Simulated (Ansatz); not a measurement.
Ansatz (a program for electronic structure) input (PBE/6-31G**): A basis named .json is the Basis Set Exchange file of that set (core-valence sets with the plain set on hydrogen).

Ansatz 0.2 input:
```yaml
crystal:
  periodic: [false, false, false]
  atoms:
    - {symbol: O, position_ang: [0.06462128, 0.00157913, 0.02700513]}
    - {symbol: H, position_ang: [0.00178962, 0.80279151, -0.53584283]}
    - {symbol: H, position_ang: [0.01908461, -0.83637053, -0.48137831]}
    - {symbol: H, position_ang: [-0.53784446, 0.02094599, 0.80118010]}
basis:
  gaussian:
    orbitals: 6-31G__.json
hamiltonian:
  xc: {name: PBE}
total_charge: 1
magnetization: {spin_polarized: false}
```

Output:

```
Functional definition: PBE
integrals: 0.00 GiB planned
309 factors; their error is unknown
mean field: 0.05 GiB planned
mean field evaluation 1: about -2069.3093 eV, gradient 9.9e1 eV
mean field evaluation 2: about -2045.8267 eV, gradient 1.4e2 eV
mean field evaluation 4: about -2084.9327 eV, gradient 5.0e-1 eV
mean field evaluation 8: about -2084.9235 eV, gradient 5.1e-2 eV
mean field -2084.92347358 eV, -76.6195244421 hartree, gradient 8.8e-5 eV, S^2 0.000000; 0 other end points of the search recorded, 0 dependent functions left out
reference -2084.92348544 eV, -76.6195248780 hartree; 5, 5 occupied and 25, 25 virtual orbitals, 309 factors
Total energy: -2084.92348544 eV, -76.6195248780 hartree
```
